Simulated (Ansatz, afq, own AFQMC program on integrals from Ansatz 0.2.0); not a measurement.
## NH4, doublet: AFQMC among the cluster methods

```yaml
atoms:
  - { symbol: N, position_ang: [-0.1449, -0.0316, -0.0492] }
  - { symbol: H, position_ang: [-0.4421, 0.9362, -0.0492] }
  - { symbol: H, position_ang: [-0.4421, -0.4339, 0.8311] }
  - { symbol: H, position_ang: [1.0191, -0.0316, -0.0492] }
  - { symbol: H, position_ang: [1.8781, -0.0316, -0.0492] }
```

Basis cc-pVTZ. Only valence electrons are correlated. AFQMC by an in-house program on the Cholesky factors that Ansatz 0.2.0 writes for its CCSD(T) run. The CISD trial takes its coefficients from CCSD amplitudes. Released means that phaseless walkers are propagated on without the constraint, phases kept. ± is one standard error of the sampling.

Determinant: UHF, the one that the program's search chose, which needn't be the lowest solution. The geometry is a point of a scan.

No full CI on the walks' own integrals is used here; CCSDT(Q) serves as the reference and is uncertain by about the last step of the cluster series.

- T1 diagnostic: 0.0150
- weight of the determinant in the CISD state: 0.916
- ⟨S²⟩ of the determinant: 0.782
- size of the correlated space: 9 electrons in 85 orbitals

Reference: CCSDT(Q), correlation energy -7.381 eV. The released energy is read at 2.40 1/Eh (meV from the phaseless value at times in 1/Eh: -1 ± 5 at 0.24, -1 ± 5 at 0.51, -6 ± 4 at 0.99, -4 ± 5 at 1.62, -7 ± 5 at 2.40).

```tsv
level	E − E(reference) (meV)	share of correlation (%)
HF	7380.9	0.00
MP2	773.6	89.52
CCSD	253.6	96.56
CCSD(T)	21.8	99.70
CCSDT	10.2	99.86
ph-AFQMC/CISD	3.3 ± 4.7	99.95
released AFQMC	-3.7 ± 5.0	100.05
```

A walk keeps the symmetry of its determinant, which the program's search chose and which needn't be the lowest solution, so a lower state of the same spin and another symmetry isn't excluded. Released energies are given only where the last usable release times agree within the noise; a slower fall can still hide under it.
